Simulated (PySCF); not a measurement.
SMILES B(Cl)(Cl)Cl, PBE0/def2-SVP optimised geometry.

```
4

B     -0.44     0.00     0.00
Cl    -1.31     1.51     0.00
Cl     1.31     0.00     0.00
Cl    -1.31    -1.51     0.00
```

Density from PBE0/def2-TZVP (PySCF) at that geometry.

Minimum of the electron density along straight lines between bonded atoms, close to the bond critical point (lines longer than 1.1 times the sum of covalent radii, or with two minima, are not listed):

```
bond    length / Å  ρ at the minimum / e bohr⁻³  ∇²ρ there / e bohr⁻⁵  position (fraction from the first atom)
------  ----------  ---------------------------  --------------------  ---------------------------------------
B1–Cl2       1.742                        0.158                 -0.04                                     0.30
B1–Cl3       1.742                        0.158                 -0.04                                     0.30
B1–Cl4       1.742                        0.158                 -0.04                                     0.30
```
